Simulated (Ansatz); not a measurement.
**H2B–B, triplet: the ladder up to full CI**

Geometry: a PBE0/def2-TZVP stationary point for this spin, not checked as a minimum.

```yaml
atoms:
  - { symbol: B, position_ang: [0.0000, 0.0000, 0.6756] }
  - { symbol: B, position_ang: [0.0000, 0.0000, -0.9095] }
  - { symbol: H, position_ang: [0.0000, 1.0479, 1.2540] }
  - { symbol: H, position_ang: [0.0000, -1.0479, 1.2540] }
```

Basis 6-31G; Ansatz 0.2.0. Correlated methods freeze the noble-gas cores, which leaves 8 electrons in 20 orbitals. Prefix R: restricted or restricted open-shell reference; prefix U: unrestricted. Active spaces: valence = (8e, 10o) chosen from the atoms' valence shells.

Full CI is exact within this basis and frozen core; it isn't the basis-set limit. The frozen core follows each run's orbitals, which can shift R against U totals by a few meV.

For open shells CISD and CISDTQ are restricted-active-space CI with the open shells as a complete middle space.

- UHF ⟨S²⟩: 2.003
- T1 diagnostic (RCCSD): 0.0330
- largest doubles amplitude (RCCSD): 0.072
- T1 diagnostic (UCCSD): 0.0302

| level | E − E(full CI) (mEh) | share of correlation (%) | wall time |
| --- | --- | --- | --- |
| RHF | 103.87 | 0.00 | – |
| UHF | 103.27 | 0.58 | – |
| RMP2 | 29.57 | 71.53 | – |
| UMP2 | 29.18 | 71.91 | – |
| CISD | 7.78 | 92.51 | 1 s |
| RCCSD | 3.68 | 96.46 | – |
| UCCSD | 3.63 | 96.50 | – |
| RCCSD(T) | 1.09 | 98.95 | 1.2 s |
| UCCSD(T) | 1.06 | 98.98 | 1.1 s |
| BCCD(T) | 0.99 | 99.05 | 1 s |
| RCCSDT | 0.13 | 99.88 | – |
| UCCSDT | 0.12 | 99.89 | – |
| CISDTQ | 0.21 | 99.80 | 8.5 s |
| RCCSDT(Q) | 0.03 | 99.97 | 4.8 s |
| UCCSDT(Q) | 0.01 | 99.99 | 4.4 s |
| RCCSDTQ | 0.01 | 99.99 | 45 s |
| CASSCF (valence space) | 32.48 | 68.73 | – |
| NEVPT2 (valence space) | 9.15 | 91.19 | 6 s |
| MRCISD (valence space) | 1.00 | 99.04 | – |
| MRCISD+Q (valence space) | 0.38 | 99.63 | 9.5 s |
| MRCISD+Q(relaxed) (valence space) | -0.05 | 100.05 | 12 s |

The correlation energy at full CI, counted from RHF, is -2.826 eV. That run took 76 s on 1 thread of Arm Neoverse N1, shared host over 5,855,680 determinants.

Times hold each run's SCF and search for its determinant on a shared host, so for small cases they say little of a method's own cost; they ran on 1 thread of Arm Neoverse N1.

The full-CI state has the irrep B1 of C2v, in the program's axes.

Natural occupations of full CI about the gap: 1.972 1.959 1.941 0.996 0.981 0.038 0.029 0.022 0.017 0.017; effectively unpaired electrons, Σ n²(2−n)², 2.04.

Atomization energy (electronic, same basis, no zero-point term; atoms at the same level, unrestricted beside the R rows where the molecule is a closed shell, with restricted open-shell steps beyond CCSDT(Q)) at full CI: 930.8 kJ/mol. Errors of other levels:

| level | error (kJ/mol) |
| --- | --- |
| RHF | -49.5 |
| UHF | -48.7 |
| RMP2 | 24.8 |
| UMP2 | 25.6 |
| CISD | -17.8 |
| RCCSD | -7.0 |
| UCCSD | -6.9 |
| RCCSD(T) | -2.0 |
| UCCSD(T) | -1.9 |
| BCCD(T) | -1.7 |
| RCCSDT | -0.3 |
| UCCSDT | -0.3 |
| CISDTQ | -0.5 |
| RCCSDT(Q) | -0.1 |
| UCCSDT(Q) | -0.1 |
| RCCSDTQ | 0.0 |
| CASSCF (valence space) | -42.3 |
| NEVPT2 (valence space) | -5.6 |
| MRCISD (valence space) | -2.9 |
| MRCISD+Q (valence space) | -1.5 |
| MRCISD+Q(relaxed) (valence space) | -0.4 |

This basis is far from its limit, so the value isn't to be set against a measured one. Truncated CI isn't size-consistent, which counts against it in atomization.
